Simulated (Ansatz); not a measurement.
# How basis sets differ on CH4BN (SMILES [BH3-][N+]#C)

The species is CH4BN (7 atoms), meant as a singlet with charge 0. As SMILES, `[BH3-][N+]#C`. The shape is that of a GFN2-xTB optimisation.

Quantity: the HOMO–LUMO gap, in eV. The values are calculated.

| level | kind | program | value (eV) |
| --- | --- | --- | --- |
| HF/STO-3G | Hartree–Fock | Ansatz | 16.10 |
| HF/3-21G | Hartree–Fock | Ansatz | 14.31 |
| HF/def2-SVP | Hartree–Fock | Ansatz | 14.14 |
| HF/def2-SVPD | Hartree–Fock | Ansatz | 12.92 |

The values span 12.92 to 16.10 eV. A Hartree–Fock LUMO above zero doesn't converge with the basis: it sinks as sets grow more diffuse. Orbital gaps aren't excitation energies.
